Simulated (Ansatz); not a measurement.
Eight cases of atomisation energy of first-row species (electronic energies, kJ/mol), geometries: B3LYP-D3(BJ)/def2-TZVP. Functionals by Ansatz (a first-principles code) in def2-TZVPD; columns hold the difference against the high level (Ansatz, AFQMC by cisd_afqmc): A = CCSD(T)/CBS(cc-pVQZ,cc-pV5Z) + [CCSDT(Q) - CCSD(T)]/cc-pVDZ + core + X2C; B = CCSD(T)/CBS(cc-pVQZ,cc-pV5Z) + [CCSDT(Q) - CCSD(T)]/cc-pVQZ + [FCI - CCSDT(Q)]/cc-pVTZ + core + X2C; C = CCSD(T)/CBS(cc-pVQZ,cc-pV5Z) + [CCSDT(Q) - CCSD(T)]/cc-pVTZ + [CCSDTQ - CCSDT(Q)]/cc-pVDZ + core + X2C; D = CCSD(T)/CBS(cc-pVTZ,cc-pVQZ) + [CCSDT(Q) - CCSD(T)]/cc-pVDZ + core + X2C; E = CCSD(T)/CBS(def2-TZVPP,def2-QZVPP) + [CCSDT(Q) - CCSD(T)]/def2-QZVPP + [FCI - CCSDT(Q)]/def2-SVP. The cases were drawn at random from those of this class that have a high level and all functionals, leaving out states under which another spin lies or may lie. Left out are anions, K, Ca, elements past Kr, ionisation of Li, Na and Mg, pi-pi* triplets of linear molecules and other triplets made from a closed-shell parent. Runs that doubt their state, and full CI more than 15 mEh from coupled cluster, are set aside; a case stays where another high level and all functionals remain. AFQMC serves as high level only in triple zeta or larger, with a steady walk, a bar under 0.8 kcal/mol and agreement with other high levels or trials where they ran; where none ran, an unstable determinant or (outside 3d species) a high T1 diagnostic also bars it, so strongly correlated cases are thinned. No case was kept or dropped by the size of a functional's miss. Each difference is the functional minus the high level; affinities count positive where energy is released, gaps as the second state minus the first. UHF or UKS for unpaired electrons; spin-orbit terms are left out. Cores are frozen in correlated methods. Rows without X2C or -DK are non-relativistic. CBS(X,Y): correlation extrapolated as X^-3, Hartree-Fock from the larger set (Q,5: extrapolated as (X+1)exp(-9√X)). A bracket is a step between two methods taken in the basis named. Functionals run without relativity, which enters their misses. 'core' is core correlation in cc-pwCVTZ, 'X2C' scalar relativity in cc-pVTZ-DK, both at CCSD(T). Full CI freezes restricted core orbitals, also for open shells; the composite that ends in it estimates full CI at the basis-set limit. For partners of very few electrons the exact lower level stands in for a higher one. The UHF reference of C3H3 ([C]#CC, doublet) is spin-contaminated (<S^2> up to 0.09 over the pure value in the sets run). The determinant of C3H3 ([C]#CC, doublet) is a saddle point of the SCF energy; a lower one exists, which strains HF and MP2.

```json
[
 {"case": "BH2 (SMILES [BH2], doublet)", "level": "B", "value": "711.0", "PBE": "6.8", "CAM-B3LYP": "19.6", "PBE0": "8.7"},
 {"case": "BOF (fluoro(oxo)borane, SMILES FB=O)", "level": "C", "value": "1497.2", "PBE": "57.4", "CAM-B3LYP": "3.1", "PBE0": "-12.5"},
 {"case": "C4H6 (SMILES C(CC)#C)", "level": "D", "value": "4186.8", "PBE": "72.0", "CAM-B3LYP": "-11.6", "PBE0": "6.2"},
 {"case": "H2BO (SMILES [BH]O, doublet)", "level": "C", "value": "1353.6", "PBE": "38.1", "CAM-B3LYP": "16.4", "PBE0": "3.0"},
 {"case": "C3H4 (SMILES C1=CC1)", "level": "A", "value": "2853.1", "PBE": "80.1", "CAM-B3LYP": "-2.9", "PBE0": "25.9"},
 {"case": "C3H3 (SMILES [C]#CC, doublet)", "level": "D", "value": "2366.6", "PBE": "78.7", "CAM-B3LYP": "-9.6", "PBE0": "14.6"},
 {"case": "C3H5N (propa-1,2-dien-1-amine, SMILES C=C=CN)", "level": "D", "value": "3652.9", "PBE": "120.5", "CAM-B3LYP": "10.9", "PBE0": "25.6"},
 {"case": "LiF (SMILES [Li][F])", "level": "E", "value": "576.6", "PBE": "-0.5", "CAM-B3LYP": "-0.2", "PBE0": "-30.0"}
]
```

Over these rows, PBE: mean +56.6, mean absolute 56.8, median absolute 64.7, largest +120.5; CAM-B3LYP: mean +3.2, mean absolute 9.3, median absolute 10.2, largest +19.6; PBE0: mean +5.2, mean absolute 15.8, median absolute 13.5, largest -30.0 kJ/mol. PBE lies above in 7 and below in 1 of the eight.
